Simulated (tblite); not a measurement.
Nitric acid, HNO₃.
Geometry (GFN2-xTB, Å), atoms numbered from 1 in this order:
```xyz
5
HNO3 angstrom
O     -0.392    0.937   -0.800
N     -0.444   -0.039   -0.129
O     -1.339   -0.771    0.081
O      0.739   -0.380    0.518
H      1.445    0.257    0.313
```

Computed with GFN2-xTB (tblite): harmonic, unscaled wavenumbers at the GFN2-xTB geometry, gas phase. This tight-binding method is rough: wavenumbers can miss measured ones by several per cent, in bad cases by 10 to 20. One conformer, not necessarily the lowest.

Harmonic wavenumbers (cm⁻¹): 478.7, 558.4, 670.0, 759.0, 867.9, 1135.2, 1340.2, 1860.5, 3430.3.

A = 13591, B = 12291, C = 6454 MHz; mass 62.996 u (most abundant isotopes); point group Cs, symmetry number 1.

**Question.** Zero-point energy?

**Answer.** Half the sum of the wavenumbers: 5550 cm⁻¹ = 66.39 kJ/mol.

**Question.** Entropy at 200 K, 1 bar (ideal gas, RRHO, classical rotation)?

**Answer.** Translation 152.23, rotation 92.15, vibration 2.75: S = 247.1 J/(mol K).

**Question.** And Cp and H(200 K) − H(0)?

**Answer.** Cp = 42.61 J/(mol K), of which vibrations give 9.36 (their classical limit is 9 R = 74.8); H(200 K) − H(0) = 7.09 kJ/mol without the zero-point energy, 0.44 from vibrations.

**Question.** Which modes carry the vibrational entropy at 200 K?

**Answer.** 478.7 cm⁻¹: 1.21; 558.4 cm⁻¹: 0.76; 670.0 cm⁻¹: 0.39; 759.0 cm⁻¹: 0.23; 867.9 cm⁻¹: 0.12; 1135.2 cm⁻¹: 0.02 J/(mol K); the other 3 give 0.01 together.

**Question.** How do the functions run with temperature in this model?

**Answer.** 
| T (K) | S (J/(mol K)) | Cp (J/(mol K)) | H − H(0) (kJ/mol) | G − H(0) (kJ/mol) | ln q(vib) |
| --- | --- | --- | --- | --- | --- |
| 100 | 221.4 | 33.9 | 3.33 | -18.81 | 0.00 |
| 300 | 266.6 | 54.3 | 11.94 | -68.05 | 0.27 |
| 500 | 298.8 | 71.6 | 24.68 | -124.71 | 0.94 |
| 800 | 335.8 | 85.4 | 48.47 | -220.17 | 2.16 |
| 1000 | 355.5 | 90.7 | 66.12 | -289.35 | 2.97 |

q(vib) and H(0) count from the zero-point level.

**Question.** What must be added to the electronic energy to get the Gibbs energy at 200 K and 1 bar?

**Answer.** ZPE + [H(200 K) − H(0)] − T·S = 66.39 + 7.09 − 49.43 = 24.05 kJ/mol.

Other conformers, if any are populated, would add a mixing term that is left out.
